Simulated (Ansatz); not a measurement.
The pair A = CH4O (SMILES CO) (first 6 atoms), B = H2O (SMILES O); geometry from S66by8 set.
(charge 0, multiplicity 1):
```xyz
9

O     -0.951     0.442    -0.003
H      0.013     0.410    -0.003
C     -1.412    -0.893     0.005
H     -2.499    -0.862     0.004
H     -1.090    -1.452    -0.877
H     -1.091    -1.441     0.894
O      1.998     0.345    -0.001
H      2.437     0.733    -0.761
H      2.435     0.748     0.752
```

Correlated levels freeze the cores. MP2 and its Hartree–Fock in aug-cc-pVQZ, aug-cc-pVTZ are density fitted.

Run with Ansatz (a program for electronic structure) with Gaussian orbitals. 

The counterpoise-corrected interaction energy is E(AB) − E(A in the pair's basis) − E(B in the pair's basis). Total energies (hartree):

```tsv
level	AB	A in the pair's basis	B in the pair's basis
HF/aug-cc-pVTZ	-191.1580559	-115.0919368	-76.0604828
MP2/aug-cc-pVTZ	-191.8660658	-115.5290731	-76.3293852
HF/aug-cc-pVQZ	-191.1709048	-115.0993974	-76.0658145
MP2/aug-cc-pVQZ	-191.9228558	-115.5629294	-76.3520809
MP2/aug-cc-pVDZ	-191.6907303	-115.4217573	-76.2618163
CCSD(T)/aug-cc-pVDZ	-191.7375023	-115.4554847	-76.2748838
```

### Question
Work out the counterpoise-corrected interaction energy at the basis-set limit: extrapolate the MP2 correlation part as X⁻³, take Hartree–Fock from the larger set, and add the CCSD(T) − MP2 difference of aug-cc-pVDZ.

### Answer

1. Differences (1 hartree = 627.509 kcal/mol): HF/aug-cc-pVTZ -3.537; MP2/aug-cc-pVTZ -4.774; HF/aug-cc-pVQZ -3.572; MP2/aug-cc-pVQZ -4.923; MP2/aug-cc-pVDZ -4.491; CCSD(T)/aug-cc-pVDZ -4.477.
2. Correlation parts, MP2 less HF: -1.237 in aug-cc-pVTZ (X = 3), -1.351 in aug-cc-pVQZ (X = 4).
3. Limit (4³·(-1.351) − 3³·(-1.237))/(4³ − 3³) = -1.434; with HF/aug-cc-pVQZ it gives -5.006.
4. CCSD(T) less MP2 in aug-cc-pVDZ: 0.014.
Result: -4.99 kcal/mol, against -4.77 at MP2/aug-cc-pVTZ. It is an estimate of this method's limit, not of the exact value.
